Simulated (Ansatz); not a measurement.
Si₃H₂⁻, relaxed as a quartet with UKS B3LYP-D4/def2-TZVPD in Ansatz, starting from the B3LYP-D4/def2-TZVPD geometry of the charge -1 doublet. Force threshold 0.02 eV/Å.

The highest occupied level of the charge -1 quartet lies above zero (up to 0.00 eV). It is a level of α spin, whose loss leaves a triplet; that state wasn't run at this geometry and level. The electron is either unbound and held by the finite basis, or the level is raised by self-interaction error. The relaxation made no stability test and no search for a lower SCF solution. At B3LYP-D4/def2-TZVPD a doublet of charge -1 lies 0.78 eV below the quartet, each at its own geometry. The structure comes from a short search, and lower isomers may exist.

Start:

Cartesian coordinates in Å:
```
Si 0.923 0.114 0.489
Si -0.060 1.770 -0.630
Si -0.514 -0.597 -1.067
H -1.880 -1.135 -0.634
H 1.531 -0.152 1.842
```

```json
{"step": "1", "energy (eV)": "-23664.6378", "largest force component (eV/Å)": "1.890", "SCF passes": "21"}
{"step": "2", "energy (eV)": "-23665.1137", "largest force component (eV/Å)": "1.214", "SCF passes": "28"}
{"step": "3", "energy (eV)": "-23665.3621", "largest force component (eV/Å)": "0.642", "SCF passes": "30"}
{"step": "4", "energy (eV)": "-23665.4641", "largest force component (eV/Å)": "0.395", "SCF passes": "23"}
{"step": "5", "energy (eV)": "-23665.5023", "largest force component (eV/Å)": "0.211", "SCF passes": "24"}
{"step": "6", "energy (eV)": "-23665.5070", "largest force component (eV/Å)": "0.067", "SCF passes": "25"}
{"step": "7", "energy (eV)": "-23665.5079", "largest force component (eV/Å)": "0.005", "SCF passes": "26"}
```

Force components are those of the run's own axes.

End:

```
atom   x (Å)   y (Å)   z (Å)
 Si1   1.324   0.165   0.304
 Si2  -0.100   1.765  -0.634
 Si3  -0.557  -0.467  -1.157
  H4  -1.547  -1.135  -0.198
  H5   0.881  -0.327   1.685
```

By distances, no bond broke or formed. The bond that changes most is Si1–Si3, from 2.23 to 2.46 Å (atoms count from 1).

No frequencies were taken in this run, so the end may be a saddle point.

Run time 14 s (4 threads of Arm Neoverse V1 on a shared host).
